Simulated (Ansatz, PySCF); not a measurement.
Molecule: t-butyl radical, C$_{4}$H$_{9}$, charge 0, multiplicity 2. It need not be the lowest isomer of its formula. SMILES: C[C](C)C
Geometry: optimised at B3LYP-D3(BJ)/def2-TZVP (Ansatz, an electronic-structure program).


Wanted: enthalpy of formation at 298 K (from the atomisation energy, B3LYP-D3(BJ)/def2-TZVP harmonic zero-point and thermal terms from PySCF, and the atoms' enthalpies of formation in the G2/97 table; no spin-orbit terms, and no core term in the frozen-core levels), in kcal/mol. Correlated levels leave the core frozen unless marked. UHF or UKS for open shells. Spin-orbit coupling is left out. No relativistic terms. The coupled-cluster limit lacks core correlation, which all-electron functionals hold. CBS(X,Y): correlation extrapolated as X^-3; Hartree-Fock from the larger set. [CCSD(T)-MP2]/basis is that difference in the basis named.

Measured: 12.3 kcal/mol (G2/97 table in ASE (Curtiss et al.)); it holds spin-orbit and relativistic effects, which these rows lack, and core correlation, which the frozen-core levels lack. This is an older compilation, not checked against later work.

```tsv
level	program	enthalpy of formation at 298 K (kcal/mol)	error against measurement
HF/aug-cc-pVTZ	Ansatz	292.0	279.7
HF/cc-pVQZ	Ansatz	290.8	278.5
PBE-D4/def2-TZVPD	Ansatz + dftd4	-8.6	-20.9
BLYP-D3(BJ)/def2-TZVPD	Ansatz + dftd3	17.7	5.4
BLYP-D4/def2-TZVPD	Ansatz + dftd4	17.7	5.4
revPBE-D4/def2-TZVPD	Ansatz + dftd4	14.8	2.5
B97M-V/def2-TZVPD	Ansatz	10.9	-1.4
PBE0/6-31G*	Ansatz	2.1	-10.2
PBE0-D4/def2-TZVP	Ansatz + dftd4	3.1	-9.2
PBE0-D4/def2-TZVPD	Ansatz + dftd4	3.0	-9.3
PBE0/def2-TZVPD	Ansatz	7.0	-5.3
BHLYP-D3(BJ)/def2-TZVPD	Ansatz + dftd3	32.2	19.9
r2SCANh/def2-TZVPD	Ansatz	11.7	-0.6
r2SCAN0-D4/def2-TZVPD	Ansatz + dftd4	15.5	3.2
r2SCAN0/def2-TZVPD	Ansatz	16.9	4.6
B2PLYP-D4/def2-TZVPD	Ansatz + dftd4	23.7	11.4
MP2/STO-3G	Ansatz	-36.9	-49.2
RI-MP2/CBS(cc-pVTZ,cc-pVQZ)	Ansatz	8.3	-4.0
SCS-MP2/aug-cc-pVDZ	Ansatz	81.6	69.3
SCS-MP2/cc-pVDZ	Ansatz	89.8	77.5
RI-MP2/CBS(cc-pVTZ,cc-pVQZ)+[CCSD(T)-MP2]/cc-pVDZ	Ansatz	13.6	1.3
```
